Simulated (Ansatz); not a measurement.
Molecule (SMILES): OO (H2O2).
Atoms: O1, O2, H3, H4. Bonds: O1-O2, O1-H3, O2-H4.

Basis-set convergence of the highest harmonic wavenumber at HF with Ansatz (a first-principles code). Each level at its own minimum, finite differences of forces, unscaled; the reference is a large set that could be run, not a limit. All functions are spherical. The program fits the integrals of some runs and decomposes those of others, by size. Core-valence sets carry the plain set on hydrogen. No added dispersion term, no relativity. Reference: the value in aug-pcseg-2, 4141 cm⁻¹, itself unsure by roughly 7 cm⁻¹ (its mean distance from aug-cc-pVTZ, def2-TZVPPD). Deviations are taken from unrounded values.

```csv
basis,functions,highest harmonic wavenumber (cm⁻¹),minus reference (cm⁻¹)
def2-SV(P),32,4013,-128
def2-SVP,38,4155,14
aug-pcseg-1,64,4116,-25
def2-TZVP,74,4114,-28
def2-TZVPP,90,4142,1
cc-pCVTZ,114,4130,-11
aug-pcseg-2,138,4141,0
```

The smallest set listed that lies within 50 cm⁻¹ of the reference with all its larger relatives (same family, alike in diffuse functions; a set with none counts only in the reference's own line) is def2-SVP (38 functions, 14 cm⁻¹ off). Inside, with no larger relative to test it: cc-pCVTZ.
